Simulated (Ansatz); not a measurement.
Caution, from a PySCF single point (PBE0-D3(BJ)/def2-TZVP) at this geometry: the restricted solution is unstable towards spin-unrestricted or complex orbitals, so a lower solution exists and this singlet may not be the ground state. This singlet is an excited state, 1.22 eV above the relaxed triplet at the level composite: frozen-core CCSD(T) with HF/cc-pV5Z and the correlation energy extrapolated as X^-3 from cc-pVQZ and cc-pV5Z, plus full CI minus CCSD(T) in cc-pVDZ // PBE0-D3(BJ)/def2-TZVP (Ansatz, a first-principles code).

A geometry relaxed with PBE0-D3(BJ)/def2-TZVP (Ansatz), charge 1, multiplicity 1:

```xyz
3

H      0.8479     0.1327     0.1633
N      0.0007    -0.2609    -0.3266
H     -0.8486     0.1282     0.1633
```

Q: Write the SMILES of this molecule.

A: `[NH2+]`
